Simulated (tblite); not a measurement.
# C4H8S: the cost of one run

Programs: tblite 0.8.0 and PySCF 2.14.0. All values are calculated, for the isolated system unless a continuum is named. Atoms count from 0, parts from 1.

### 1 Starting point

13 atoms, charge 0, multiplicity 1; geometry: rigid parts in contact. Parts: 1 = atoms 0–3, `C#C`, charge 0; 2 = atoms 4–12, `CSC`, charge 0.

### 2 Docking the parts with GFN2-xTB

The job: settings as JSON, then the geometry in Å.

```
{"job": {"kind": "dock", "xc": "GFN2-xTB", "basis": "xTB"}, "charge": 0, "multiplicity": 1, "parts": [{"atoms": "0-3", "charge": 0, "multiplicity": 1}, {"atoms": "4-12", "charge": 0, "multiplicity": 1}]}
C     -0.590031     0.078754    -0.043778
C      0.590072    -0.078597     0.043502
H     -1.627795     0.216886    -0.120090
H      1.627754    -0.217044     0.120367
C     -1.842397    -2.932544    -1.454935
S     -0.764221    -4.267205    -0.865093
C      0.840193    -3.476168    -1.169074
H     -2.864634    -3.274216    -1.332805
H     -1.674187    -2.039230    -0.859313
H     -1.637867    -2.737781    -2.504233
H      0.910927    -2.561142    -0.587191
H      0.944986    -3.263738    -2.229627
H      1.603966    -4.178192    -0.852232
```

Method: GFN2-xTB search for minima from random contacts, gas phase.

Run with:

```bash
$ OMP_NUM_THREADS=1 python cluster_run.py task.json out
```

The driver reads the jobs from task.json and runs them one after another.

Q: Estimate the wall time of this first job on 1 thread of Arm Neoverse V1, shared host.

About 1.2 s.
